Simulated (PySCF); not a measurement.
C3H6N (doublet state).
Z-matrix (Å and degrees, PBE0-D3(BJ)/def2-SVP geometry), rows numbered from 1:
```
C 
C   1  1.4864
C   2  1.4138  1  124.09
N   3  1.3042  2  127.82  1    -0.48
H   1  1.0991  2  111.53  3   157.50
H   1  1.1063  2  111.34  3   -83.27
H   1  1.1024  2  112.20  3    36.25
H   2  1.0945  1  118.46  3   177.78
H   3  1.1017  2  116.13  1   179.26
H   4  1.0276  3  109.66  2    -0.62
```

The hyperfine couplings belong to this conformer and change with its torsions.

As a line formula: `[H]/N=C\[CH]C` [radical].

Method used: UKS B3LYP, IGLO-III on C N, pcH-1 on H, non-relativistic, mean-field spin-orbit, GIAO (PySCF). One conformer (not necessarily the lowest) at the PBE0-D3(BJ)/def2-SVP geometry, without solvent, vibrations or thermal averaging. The SCF solution wasn't tested for stability. ⟨S²⟩ is 0.774 where a pure state has 0.75.

Principal values of hyperfine tensors in MHz (contact and dipolar terms together), for some of the nuclei:

| atom | isotope | A1 | A2 | A3 |
| --- | --- | --- | --- | --- |
| C2 | 13C | 2.48 | 4.02 | 176.28 |
| H8 | 1H | -77.06 | -49.69 | -20.11 |
| C3 | 13C | -66.91 | -33.53 | -25.54 |
| H7 | 1H | 33.73 | 36.40 | 43.52 |
| H10 | 1H | -52.25 | -36.75 | -4.50 |
| C1 | 13C | -25.61 | -23.40 | -22.69 |
| H5 | 1H | 16.31 | 16.96 | 26.24 |
| N4 | 14N | -5.51 | -5.25 | 57.28 |

Q: Give the isotropic coupling of each nucleus in MHz and in mT (g = 2.0033), and the anisotropic part.

A: a_iso = (A1 + A2 + A3)/3, Ti = Ai − a_iso; 1 mT corresponds to 28.038 MHz.

```json
{"atom": "C2", "a_iso (MHz)": "60.93", "a_iso (mT)": "2.173", "T1": "-58.45", "T2": "-56.91", "T3": "115.36"}
{"atom": "H8", "a_iso (MHz)": "-48.95", "a_iso (mT)": "-1.746", "T1": "-28.11", "T2": "-0.73", "T3": "28.84"}
{"atom": "C3", "a_iso (MHz)": "-41.99", "a_iso (mT)": "-1.498", "T1": "-24.92", "T2": "8.46", "T3": "16.46"}
{"atom": "H7", "a_iso (MHz)": "37.88", "a_iso (mT)": "1.351", "T1": "-4.15", "T2": "-1.48", "T3": "5.63"}
{"atom": "H10", "a_iso (MHz)": "-31.17", "a_iso (mT)": "-1.112", "T1": "-21.09", "T2": "-5.58", "T3": "26.67"}
{"atom": "C1", "a_iso (MHz)": "-23.90", "a_iso (mT)": "-0.852", "T1": "-1.71", "T2": "0.50", "T3": "1.21"}
{"atom": "H5", "a_iso (MHz)": "19.84", "a_iso (mT)": "0.708", "T1": "-3.53", "T2": "-2.87", "T3": "6.41"}
{"atom": "N4", "a_iso (MHz)": "15.51", "a_iso (mT)": "0.553", "T1": "-21.02", "T2": "-20.76", "T3": "41.78"}
```

Q: What spin density at the nucleus of C3 lies behind its contact coupling (g_N = 1.40482)?

A: a_FC = (2μ0/3) gₑ μB g_N μN ρ(0)/(2S·h) = 800.24 MHz × g_N × ρ(0)/(2S), with ρ in bohr⁻³. With a_FC = -41.99 MHz and 2S = 1, ρ(0) = -0.03735 bohr⁻³.

Q: H6 (1H, g_N = 5.58569) isn't in the table. Its spin density at the nucleus is 0.02404 bohr⁻³. What is its contact coupling?

A: By the same relation, a_FC = 107.5 MHz. Its full tensor has the principal values 104.17, 104.53, 113.72 MHz.

Q: Which nucleus of the table has the largest anisotropic coupling, and what is its form?

A: C2: -58.4, -56.9, 115.4 MHz, axial, in the ratio −1:−1:+2, the form that spin in one p orbital centred on that nucleus gives.

Q: What first-order splitting does C3 cause when the field lies along A1, A2 or A3 of its tensor (g taken as isotropic, no quadrupole term)?

A: 2 lines (I = 1/2), spaced by |A_i|/(g × 13.996): 2.39, 1.20, 0.91 mT along the axes of A1, A2 and A3.
